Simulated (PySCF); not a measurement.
Species: C5H8N (doublet state).
Numbering: `[CH3:1][CH:2][C@H:3]([CH3:4])[C:5]#[N:6]` (hydrogens: H7, H8, H9 on C1; H10 on C2; H11 on C3; H12, H13, H14 on C4)

Cartesian coordinates in Å at the GFN2-xTB level; atoms count from 1:
```xyz
14
C5H8N angstrom
C      2.0118   -0.2014    0.1281
C      0.7015   -0.2608   -0.5481
C     -0.5584    0.0932    0.1597
C     -1.8020   -0.5904   -0.4199
C     -0.6600    1.5336   -0.0022
N     -0.6653    2.6651   -0.1789
H      1.9355   -0.5184    1.1686
H      2.4146    0.8204    0.1310
H      2.7384   -0.8283   -0.3871
H      0.6714   -0.3138   -1.6235
H     -0.4731   -0.1197    1.2328
H     -1.7107   -1.6685   -0.3109
H     -2.6979   -0.2574    0.0997
H     -1.9064   -0.3540   -1.4765
```

The hyperfine couplings belong to this conformer and change with its torsions.

Theory: UKS B3LYP, pcH-1 on C H N, non-relativistic, mean-field spin-orbit, GIAO in PySCF. Geometry: GFN2-xTB, one conformer, isolated molecule. A GFN2-xTB geometry isn't a minimum of the functional, and hyperfine couplings can be far from their values at a DFT geometry. The SCF solution wasn't tested for stability.

Principal values of hyperfine tensors in MHz (contact and dipolar terms together), for some of the nuclei:

```
atom  isotope      A1      A2      A3
  H8       1H  153.44  155.93  166.99
  C2      13C   25.64   26.45  268.52
  C5      13C   80.11   83.01   93.95
 H10       1H  -97.12  -59.96  -19.96
  H9       1H   34.34   34.65   48.68
  H7       1H   31.12   31.52   44.88
  C1      13C  -34.38  -32.00  -29.48
  C4      13C   21.55   21.61   28.00
```

**Question.** Split each tensor into its isotropic and traceless parts, and turn a_iso into mT with g = 2.0026.

**Answer.** a_iso is a third of the trace, T = A − a_iso, and a(mT) = a(MHz)/(g × 13.996).

```tsv
atom	a_iso (MHz)	a_iso (mT)	T1	T2	T3
H8	158.79	5.665	-5.35	-2.86	8.20
C2	106.87	3.813	-81.23	-80.42	161.65
C5	85.69	3.057	-5.58	-2.68	8.26
H10	-59.01	-2.105	-38.11	-0.94	39.05
H9	39.23	1.399	-4.88	-4.57	9.46
H7	35.84	1.279	-4.72	-4.32	9.04
C1	-31.95	-1.140	-2.43	-0.04	2.48
C4	23.72	0.846	-2.17	-2.11	4.29
```

**Question.** What spin density at the nucleus of H10 lies behind its contact coupling (g_N = 5.58569)?

**Answer.** a_FC = 800.24 MHz bohr³ × g_N × ρ(0)/(2S). With a_FC = -59.01 MHz and 2S = 1, ρ(0) = -0.0132 bohr⁻³. In magnitude that is 4.1 % of the 1/π = 0.318 of a free hydrogen atom.

**Question.** C3 (13C, g_N = 1.40482) isn't in the table. Its spin density at the nucleus is -0.02182 bohr⁻³. What is its contact coupling?

**Answer.** By the same relation, a_FC = -24.5 MHz. Its full tensor has the principal values -26.59, -24.39, -22.60 MHz.

**Question.** Which nucleus of the table has the largest anisotropic coupling, and what is its form?

**Answer.** C2: -81.2, -80.4, 161.6 MHz, axial, in the ratio −1:−1:+2, the form that spin in one p orbital centred on that nucleus gives.

**Question.** What first-order splitting does H8 cause when the field lies along A1, A2 or A3 of its tensor (g taken as isotropic, no quadrupole term)?

**Answer.** 2 lines (I = 1/2), spaced by |A_i|/(g × 13.996): 5.47, 5.56, 5.96 mT along the axes of A1, A2 and A3.
